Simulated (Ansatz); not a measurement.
# CF3S: the cost of one run

All numbers are computed with Ansatz 0.2.0 through its Python package. Level of theory: Hartree-Fock/cc-pVDZ.

## (1) The structure

Bond lengths: F1–C2 1.371 Å, C2–F3 1.380 Å, C2–F4 1.397 Å, C2–S5 1.790 Å. Angles: F1–C2–F3 109.1°, F1–C2–F4 103.5°, F1–C2–S5 113.4°, F3–C2–F4 110.6°, F3–C2–S5 110.7°, F4–C2–S5 109.4°.

No structure file is read: the coordinates are typed or built in the script.

## (2) The script

Contents of cf3s.py:

```python
import warnings

import ansatz as az
import numpy as np

warnings.simplefilter("ignore", az.DeckWarning)

geometry_ang = [
    ("F", (0.2689, 0.0983, 1.3579)),
    ("C", (-0.0169, -0.0595, 0.0267)),
    ("F", (-1.2906, -0.575, -0.1026)),
    ("F", (0.9345, -0.9879, -0.4036)),
    ("S", (0.1539, 1.4504, -0.9198)),
]
mol = az.Crystal.molecule()
for symbol, xyz in geometry_ang:
    mol = mol.atom(symbol, xyz)

calculation = (
    mol.calculation()
    .basis(gaussian="cc-pVDZ")
    .functional("hf")
    .spin("collinear", total=1)
)
symbols = [site.symbol for site in mol.cartesian_sites]
start = np.array([site.position_ang for site in mol.cartesian_sites], dtype=float)
def progress(event):
    if event["event"] == "relax_step":
        row = event["data"]
        print(f"step {row['step']:3d}  E = {row['lagrangian_ev']:.6f} eV  max force {row['allowed_force_max_ev_ang']:.4f} eV/A")


rep = calculation.relax(force_tolerance=0.02, max_steps=100).session().plan().execute(on_event=progress).report
end = np.array(rep["positions_ang"])

print("reference energy %16.6f eV" % rep["reference_energy_ev"])
print("total energy     %16.6f eV" % rep["free_energy_ev"])
print("occupied (up, down):", rep["n_occupied"], " virtual:", rep["n_virtual"], " frozen:", rep["n_frozen"])

print("bond        before    after (A)")
for i, j in [(0, 1), (1, 2), (1, 3), (1, 4)]:
    d0, d1 = (np.linalg.norm(xyz[i] - xyz[j]) for xyz in (start, end))
    print(f"{symbols[i]}{i}-{symbols[j]}{j}".ljust(10), f"{d0:8.4f} {d1:8.4f}")
for i, j, k in [(0, 1, 2), (0, 1, 3), (0, 1, 4), (2, 1, 3), (2, 1, 4), (3, 1, 4)]:
    u, v = end[i] - end[j], end[k] - end[j]
    print(f"angle {symbols[i]}{i}-{symbols[j]}{j}-{symbols[k]}{k}: {np.degrees(np.arccos(np.clip(u @ v / np.linalg.norm(u) / np.linalg.norm(v), -1, 1))):.2f} deg")
with open("cf3s_opt.xyz", "w") as handle:
    handle.write(f"{len(symbols)}\nrelaxed CF3S\n")
    handle.writelines(f"{s:2s} {x:11.6f} {y:11.6f} {z:11.6f}\n" for s, (x, y, z) in zip(symbols, end))
```

## (3) Launch

Started as:

```bash
> python cf3s.py
```

What time and memory should one allow on 1 thread of AMD EPYC 9R45 (Zen 5), shared host?

About 16 s, with a peak of 0.27 GiB.
